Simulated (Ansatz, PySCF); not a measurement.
Species: sum formula HOCl, charge 0, multiplicity 1. SMILES: OCl
Geometry: optimised at B3LYP-D3(BJ)/def2-TZVP (Ansatz, a quantum-chemistry and plane-wave program).

PBE beside other levels, property by property. Correlated levels leave the core frozen unless marked. Open shells are spin-unrestricted. No spin-orbit coupling. Non-relativistic. Basis-set limits of correlation are two-point, X^-3; Hartree-Fock from the larger set. Rows marked 298 K are enthalpies with B3LYP-D3(BJ) harmonic zero-point and thermal terms from PySCF. Enthalpies of formation rest on the atoms' values in the G2/97 table (older ones for B and Si), with no core term in the frozen-core levels. The coupled-cluster column (Ansatz) is a level with limits of its own: (a) CCSD(T)/CBS(aug-cc-pV(T+d)Z,aug-cc-pV(Q+d)Z); (b) CCSD(T)/CBS(cc-pV(T+d)Z,cc-pV(Q+d)Z).

```json
[
 {"property": "enthalpy of formation at 298 K by atomisation (kcal/mol)", "PBE/def2-TZVPD (Ansatz)": "-27.8", "SVWN5/def2-TZVPD (Ansatz)": "-63.2", "r2SCAN-D4/def2-TZVPD (Ansatz + dftd4)": "-17.8", "B2PLYP-D3(BJ)/def2-TZVPD (Ansatz + dftd3)": "-14.2", "coupled cluster": "-19.3 (a)", "measured": "-18.4"},
 {"property": "Cl-O bond dissociation enthalpy, 298 K, to [OH] (HO) + Cl atom (kcal/mol)", "PBE/def2-TZVPD (Ansatz)": "63.4", "SVWN5/def2-TZVPD (Ansatz)": "84.6", "r2SCAN-D4/def2-TZVPD (Ansatz + dftd4)": "54.9", "B2PLYP-D3(BJ)/def2-TZVPD (Ansatz + dftd3)": "53.8", "coupled cluster": "56.9 (a)", "measured": "-"},
 {"property": "proton affinity at O, enthalpy at 298 K, to [OH2+]Cl (kcal/mol)", "PBE/def2-TZVPD (Ansatz)": "150.5", "SVWN5/def2-TZVPD (Ansatz)": "146.4", "r2SCAN-D4/def2-TZVPD (Ansatz + dftd4)": "150.6", "B2PLYP-D3(BJ)/def2-TZVPD (Ansatz + dftd3)": "151.2", "coupled cluster": "152.5 (b)", "measured": "-"},
 {"property": "H-O bond dissociation enthalpy, 298 K, to [O]Cl + H atom (kcal/mol)", "PBE/def2-TZVPD (Ansatz)": "87.6", "SVWN5/def2-TZVPD (Ansatz)": "100.1", "r2SCAN-D4/def2-TZVPD (Ansatz + dftd4)": "88.3", "B2PLYP-D3(BJ)/def2-TZVPD (Ansatz + dftd3)": "91.6", "coupled cluster": "96.0 (a)", "measured": "-"}
]
```

Measured values: Active Thermochemical Tables 1.112 (ions: stationary electron), as tabulated in the package chemicals; they hold spin-orbit effects, which all levels lack, and core correlation, which the frozen-core levels lack.

As the rows show:
- enthalpy of formation at 298 K by atomisation: PBE lies 9.4 kcal/mol below the measured value.
- Cl-O bond dissociation enthalpy, 298 K, to [OH] (HO) + Cl atom: PBE lies 6.5 kcal/mol above coupled cluster.
- proton affinity at O, enthalpy at 298 K, to [OH2+]Cl: PBE lies 2.0 kcal/mol below coupled cluster.
- H-O bond dissociation enthalpy, 298 K, to [O]Cl + H atom: PBE lies 8.4 kcal/mol below coupled cluster.
